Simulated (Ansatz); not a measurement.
Reaction (SMILES): NC=O + 3 [H][H] (H2) → C (CH4) + N (NH3) + O (H2O)
B3LYP-D3(BJ)/def2-TZVP geometries, fixed; electronic energies without zero-point terms.

Basis-set convergence of the energy of full hydrogenation at MP2 with Ansatz (a quantum-chemistry and plane-wave program). Cartesian d functions, on some or all atoms, in 6-31G*, 6-31+G*; all else is spherical. Cores are frozen. Species with rotatable bonds are taken in one conformer. No added dispersion term, no relativity. Functions are those of the species that has most. Reference: Hartree-Fock in aug-cc-pVQZ plus the correlation part extrapolated as X^-3 from aug-cc-pVTZ and aug-cc-pVQZ, -54.91 kcal/mol, itself unsure by roughly 0.14 kcal/mol (a third of the extrapolation step and of the last Hartree-Fock step). Deviations are taken from unrounded values.

```
basis        functions  energy of full hydrogenation (kcal/mol)
-----------  ---------  ---------------------------------------
6-31G*              51                                   -35.83
6-31+G*             63                                   -40.66
cc-pVDZ             57                                   -46.51
aug-cc-pVDZ         96                                   -57.24
def2-SVP            57                                   -46.41
def2-SVPD           87                                   -56.44
pcseg-1             57                                   -47.97
aug-pcseg-1         96                                   -54.36
6-311G**            72                                   -48.05
6-311+G**           84                                   -52.48
def2-TZVP          111                                   -47.35
def2-TZVPD         141                                   -49.97
cc-pVTZ            132                                   -52.60
aug-cc-pVTZ        207                                   -55.40
pcseg-2            132                                   -54.69
aug-pcseg-2        207                                   -55.07
def2-TZVPP         135                                   -53.98
def2-TZVPPD        165                                   -55.43
cc-pVQZ            255                                   -54.02
aug-cc-pVQZ        378                                   -54.96
def2-QZVPP         261                                   -55.02
def2-QZVPPD        291                                   -55.35
pcseg-3            279                                   -55.17
aug-pcseg-3        402                                   -54.94
```

What the diffuse functions change, pair by pair:
- 6-31G* to 6-31+G*: 12 more functions, deviation 19.08 to 14.25 kcal/mol
- cc-pVDZ to aug-cc-pVDZ: 39 more functions, deviation 8.40 to -2.32 kcal/mol
- def2-SVP to def2-SVPD: 30 more functions, deviation 8.50 to -1.53 kcal/mol
- pcseg-1 to aug-pcseg-1: 39 more functions, deviation 6.95 to 0.55 kcal/mol
- 6-311G** to 6-311+G**: 12 more functions, deviation 6.86 to 2.43 kcal/mol
- def2-TZVP to def2-TZVPD: 30 more functions, deviation 7.56 to 4.94 kcal/mol
- cc-pVTZ to aug-cc-pVTZ: 75 more functions, deviation 2.31 to -0.49 kcal/mol
- pcseg-2 to aug-pcseg-2: 75 more functions, deviation 0.22 to -0.16 kcal/mol
- def2-TZVPP to def2-TZVPPD: 30 more functions, deviation 0.94 to -0.52 kcal/mol
- cc-pVQZ to aug-cc-pVQZ: 123 more functions, deviation 0.90 to -0.04 kcal/mol
- def2-QZVPP to def2-QZVPPD: 30 more functions, deviation -0.11 to -0.43 kcal/mol
- pcseg-3 to aug-pcseg-3: 123 more functions, deviation -0.25 to -0.02 kcal/mol

Leaving out the reference's own pair, they bring the value nearer the reference by more than 0.14 kcal/mol in 9 of 11 pairs.
